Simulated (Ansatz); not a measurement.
input.yaml (Ansatz)

```yaml
crystal:
  lattice:
    - [3.689464926, 0.0, 0.0]
    - [-1.844732463, 3.1951703523, 0.0]
    - [0.0, 0.0, 5.7259005741]
  atoms:
    - { symbol: "Y", position: [0.3333333333, 0.6666666667, 0.25], spin: 1.0, spin_axis: [0, 0, 1] }
    - { symbol: "Y", position: [0.6666666667, 0.3333333333, 0.75], spin: 1.0, spin_axis: [0, 0, 1] }
hamiltonian:
  xc: revpbe
  pseudopotentials:
    kind: paw_fr
    azcp:
      "Y": "pseudopotentials/Y.paw.azcp"
basis:
  ecutwfc: 420
  fft_grid_basis: typed
kpoints:
  mp_grid: { grid: [10, 10, 6], shift: [0, 0, 0] }
magnetization:
  noncollinear: true
  spin_orbit: true
scf:
  occupations: { method: fermi_dirac, width: 0.05 }
```

Output

```
Engine: ansatz 0.2.0, x86_64-unknown-linux-gnu
Pseudopotentials: kind: paw_fr
Pseudopotential: Y, paw_fr, valence charge 11, recommended cutoff 420 eV (normal) 
Functional definition: revPBE
  parameter kappa = 1.245
  parameter beta = 0.06672455060314922
  exchange = pbe_x(kappa = kappa, mu = beta*pi^2/3)
  correlation = pbe_c(beta = beta)
Crystal: 2 atoms, lattice volume = 67.500 Å³
Basis set: ecut = 420 eV, 1339 PW (Γ)
Bands: 30, of which v1, the nominal top of the filled ones, is band 22 counted from 1 (21 counted from 0)
Symmetry: 12 space group operations + 12 with time reversal
Magnetic group: BNS 194.270 (UNI 1500), of the structure as read, at distance tolerance 4.1e-5 Å
k-points: 56 of 600 (time reversal used)
Projection manifold: j_resolved (fully-relativistic pseudo-atomic orbitals)
Non-local potential: Y, projectors of the file, l = 0: 3, l = 1: 4, l = 2: 4, l = 3: 2
PAW form: soft (Blöchl's): semilocal exchange-correlation on the pseudo side does not see the compensation charge
PAW frozen core: Y, regenerated for the run's functional, and the local potential with it (the file was generated under x = pbe(κ = 0.804, μ = 0.2195149727645171), c = pbe(β = 0.06672455060314922))
PAW one-centre angular grid: Y, 590 points (default); XC on 64 Gauss nodes
Initial density: superposition of atomic densities (chi_scale 0.1, normalization cell)
Starting moments: Σ|m| = 2 μB on 2 of 2 sites
Initial wavefunctions: pseudopotential atomic-orbital guess
Functional: x = revpbe(κ = 1.245, μ = 0.2195149727645171), c = pbe(β = 0.06672455060314922)
iter 1 solved again at ethr=8.42e-4 eV; its pass at ethr=3.10e-3 eV (dr2=1.85e-1 eV) is discarded
SCF iter   1: F=—  HF=-7708.269689 eV  |F-HF|=—  |Δ(HF+E_count)|=         —  Δρ=5.55e-2  dr2=1.94e-1  dr2_m=4.77e-1  ethr=8.42e-4  |M|=8.25e-1 ∫|m|=8.25e-1 μB  |m|>n=0.0e0 m-floor=0.0e0 τ_xc=2.7e-15 mc-row=0.0e0  β_m=0.30  ⟨swp⟩=1.0  Hψ=10514  notcnv=0
spin=Noncollinear: Kerker preconditioning applied to the charge; magnetization (m_x, m_y, m_z) channels mix plain (no charge-response kernel on spin).
SCF iter   2: F=—  HF=-7708.368599 eV  |F-HF|=—  |Δ(HF+E_count)|=   9.89e-2  Δρ=3.99e-2  dr2=1.24e-1  dr2_m=2.47e-1  ethr=8.42e-4  |M|=7.82e-1 ∫|m|=7.82e-1 μB  |m|>n=0.0e0 m-floor=0.0e0 τ_xc=1.2e-4 mc-row=0.0e0  β_m=0.30  ⟨swp⟩=2.1  Hψ=2027  notcnv=0
SCF iter   3: F=—  HF=-7708.404937 eV  |F-HF|=—  |Δ(HF+E_count)|=   3.63e-2  Δρ=2.86e-2  dr2=4.45e-3  dr2_m=1.27e-1  ethr=5.65e-4  |M|=7.26e-1 ∫|m|=7.26e-1 μB  |m|>n=0.0e0 m-floor=0.0e0 τ_xc=1.9e-4 mc-row=0.0e0  β_m=0.30  ⟨swp⟩=2.6  Hψ=3241  notcnv=0  defer=2
SCF iter   4: F=—  HF=-7708.436067 eV  |F-HF|=—  |Δ(HF+E_count)|=   3.11e-2  Δρ=2.08e-2  dr2=2.11e-3  dr2_m=6.67e-2  ethr=2.02e-5  |M|=6.88e-1 ∫|m|=6.88e-1 μB  |m|>n=0.0e0 m-floor=0.0e0 τ_xc=2.4e-4 mc-row=0.0e0  β_m=0.30  ⟨swp⟩=2.5  Hψ=2542  notcnv=0  defer=5
...
SCF iter  15: F=—  HF=-7708.479209 eV  |F-HF|=—  |Δ(HF+E_count)|=   2.11e-5  Δρ=1.29e-4  dr2=9.07e-7  dr2_m=2.59e-6  ethr=6.00e-9  |M|=2.80e-2 ∫|m|=2.81e-2 μB  |m|>n=0.0e0 m-floor=0.0e0 τ_xc=2.4e-6 mc-row=0.0e0  β_m=0.91  ⟨swp⟩=2.2  Hψ=2809  notcnv=0  defer=16
SCF iter  16: F=—  HF=-7708.479237 eV  |F-HF|=—  |Δ(HF+E_count)|=   2.82e-5  Δρ=6.23e-5  dr2=2.96e-7  dr2_m=6.01e-7  ethr=4.12e-9  |M|=1.34e-2 ∫|m|=1.34e-2 μB  |m|>n=0.0e0 m-floor=0.0e0 τ_xc=5.4e-7 mc-row=0.0e0  β_m=0.96  ⟨swp⟩=3.0  Hψ=3268  notcnv=0  defer=16
SCF iter  17: F=—  HF=-7708.479245 eV  |F-HF|=—  |Δ(HF+E_count)|=   8.13e-6  Δρ=9.60e-6  dr2=5.91e-9  dr2_m=1.43e-8  ethr=4.55e-10  |M|=2.04e-3 ∫|m|=2.05e-3 μB  |m|>n=0.0e0 m-floor=0.0e0 τ_xc=2.0e-8 mc-row=0.0e0  β_m=0.98  ⟨swp⟩=1.0  Hψ=5196  notcnv=0
SCF iter  18: F=—  HF=-7708.479245 eV  |F-HF|=—  |Δ(HF+E_count)|=   1.93e-7  Δρ=3.97e-7  dr2=7.22e-12  dr2_m=2.76e-11  ethr=2.68e-11  |M|=6.44e-5 ∫|m|=6.68e-5 μB  |m|>n=0.0e0 m-floor=0.0e0 τ_xc=1.9e-10 mc-row=0.0e0  β_m=0.99  ⟨swp⟩=3.7  Hψ=4281  notcnv=0
SCF iter  19: F=-7708.479245 eV  HF=-7708.479245 eV  |F-HF|=8.19e-12  |Δ(HF+E_count)|=  3.43e-10  Δρ=1.53e-7  dr2=2.36e-12  dr2_m=4.17e-12  ethr=1.00e-12  |M|=2.79e-5 ∫|m|=2.86e-5 μB  |m|>n=0.0e0 m-floor=0.0e0 τ_xc=1.5e-11 mc-row=0.0e0  ⟨swp⟩=2.7  Hψ=3377  notcnv=0
WARN: the starting moments were not kept: the SCF closed with an absolute magnetisation of 2.8e-5 μB, where they sum to 2 μB in size (2 sites). That is at most 0.1 of that sum. Measured as dr2_m measures the in/out step, that magnetisation stands 3.8e-11 eV from none, at or under the dr2_threshold of 1.0e-7 eV: it is no larger than a step whose dr2_m would equal this threshold. The system may hold no moment; this SCF shows only that its start led to no more than that. To try another start: raise the starting moments (crystal.atoms[].spin, magnetization.per_species, magnetization.initial_magnetization, or on a non-collinear deck that types none of these the spinor_matrix: blocks that start its atoms; where the total moment is fixed, keep their sum and leave initial_magnetization as it is; typed ones take the place of any that the run laid by itself, positive ones on a crystal's lanthanoids without a Hubbard term where scf.initial_density.shell_occupations: [] is typed) or, if the notice of its spin-set hold's release reads "site moments contracting" or "site moments show no strong build", lengthen the hold (scf.mixing.spin_hold: { on: { confirm: 4 } }; for m-r²SCAN on two components see the key's manual first). Each may lead to a state that holds a moment. A second SCF, from the converged charge density, with the starting moments and any scf.initial_density.shell_occupations laid on it anew, would have followed, and was not run: the deck does not ask for one (magnetization.retry_lost_moments is false, the default). To let it run, set magnetization.retry_lost_moments: true and run the deck again, where that key's refused combinations let it; where memory then withholds it, that run's warning says so.
SCF 1 converged in 19 iterations: F = -7708.479245 eV  dr2 = 2.36e-12
SCF converged after 19 iterations
Magnetization: |M| = 0.0000 μB,  M = (-0.0000, +0.0000, +0.0000) μB
Absolute magnetization: 0.0000 μB (∫|m|, with the PAW one-centre terms)
  site 0: m = (-0.0000, -0.0000, +0.0000) μB, |m| = 0.0000 μB  (R = 1.47 Å)
  site 1: m = (+0.0000, +0.0000, +0.0000) μB, |m| = 0.0000 μB  (R = 1.47 Å)
Free energy (F): -7708.479245 eV
Harris-Foulkes:  -7708.479245 eV  (|F-HF|=8.19e-12)
Internal energy: -7708.449506 eV  (E = F + TS)
E sigma→0 (E₀):  -7708.464376 eV
Entropy (-TS):   -0.029739 eV (-14.870 meV/atom)
Fermi energy:    9.093782 eV
--- Per-component energies (eV) ---
  E_band       = -250.582905
  E_kinetic    = 607.996889
  E_local      = -1247.322200  (includes V_loc(G=0)·N_el)
  E_nonlocal   = 98.471057
  E_hartree    = 395.967913
  E_xc         = -346.048063
  E_vxc        = -396.469965  (∫ρ·V_xc dr)
  E_paw        = -5660.810448  (= ΣΔE_a)
  E_vpaw       = -105.194506  (= ΣTr[D̂ρ^β])
  E_aug_tail   = 0.000007  (compensation charges beyond the density's cutoff)
  E_ewald      = -1556.601249
  E_core_change = -0.103412  (= ΣΔE_core)
  E_smearing   = -0.029739  (= −TS)
  E_closure    = -0.000000  (closes the sum)
  Σ components = -7708.479245   (vs F -7708.479245, Δ=0.00e0)
```
